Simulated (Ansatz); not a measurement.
Ansatz (a first-principles code) input (revPBE/def2-TZVPD):

Ansatz 0.2 input:
```yaml
crystal:
  periodic: [false, false, false]
  atoms:
    - {symbol: O, position_ang: [-0.30458721, 0.19762960, 1.31889288]}
    - {symbol: C, position_ang: [-0.03243289, 0.06952811, 0.12404499]}
    - {symbol: C, position_ang: [0.06384060, 1.22182198, -0.72543176]}
    - {symbol: C, position_ang: [0.20799554, -1.29522990, -0.48804874]}
    - {symbol: H, position_ang: [0.10765842, -2.06113252, 0.27710537]}
    - {symbol: H, position_ang: [-0.10669852, 2.19920992, -0.29602167]}
    - {symbol: H, position_ang: [0.30111069, 1.13922735, -1.77801202]}
    - {symbol: H, position_ang: [1.20692602, -1.34813023, -0.92741048]}
    - {symbol: H, position_ang: [-0.50871857, -1.48693247, -1.29019125]}
basis:
  gaussian:
    orbitals: def2-TZVPD
hamiltonian:
  xc: {name: revPBE}
magnetization: {spin_polarized: true, initial_magnetization: 1}
output: {forces: true}
```

Output:

```
Functional definition: revPBE
integrals: 0.08 GiB planned
961 factors; their error is unknown
mean field: 0.98 GiB planned
mean field evaluation 1: about -5228.9806 eV, gradient 4.7e1 eV
mean field evaluation 2: about -5200.9059 eV, gradient 8.6e1 eV
mean field evaluation 4: about -5238.5241 eV, gradient 4.7e0 eV
mean field evaluation 8: about -5238.6790 eV, gradient 2.7e-1 eV
mean field evaluation 16: about -5238.6357 eV, gradient 1.1e-3 eV
mean field -5238.63566089 eV, -192.5163096630 hartree, gradient 6.0e-5 eV, S^2 0.758068; 3 other end points of the search recorded, 0 dependent functions left out
the calculation of the forces begins
reference -5238.63572490 eV, -192.5163120153 hartree; 16, 15 occupied and 180, 181 virtual orbitals, 961 factors
Total energy: -5238.63572490 eV, -192.5163120153 hartree
Atom 0 at    -0.304587     0.197630     1.318893 Å, force    -0.241320     0.111474     1.061078 eV/Å
Atom 1 at    -0.032433     0.069528     0.124045 Å, force     0.125933    -0.194789    -0.508926 eV/Å
Atom 2 at     0.063841     1.221822    -0.725432 Å, force     0.022501     0.120575    -0.144654 eV/Å
Atom 3 at     0.207996    -1.295230    -0.488049 Å, force     0.004894    -0.022701    -0.008874 eV/Å
Atom 4 at     0.107658    -2.061133     0.277105 Å, force    -0.023919    -0.229087     0.200656 eV/Å
Atom 5 at    -0.106699     2.199210    -0.296022 Å, force    -0.050273     0.313268     0.117026 eV/Å
Atom 6 at     0.301111     1.139227    -1.778012 Å, force     0.074273     0.007078    -0.341653 eV/Å
Atom 7 at     1.206926    -1.348130    -0.927410 Å, force     0.272861    -0.035257    -0.139114 eV/Å
Atom 8 at    -0.508719    -1.486932    -1.290191 Å, force    -0.184950    -0.070561    -0.235539 eV/Å
Dipole moment:     0.134200    -0.013852    -0.608184 e Å
```

It need not be the lowest isomer of its formula.
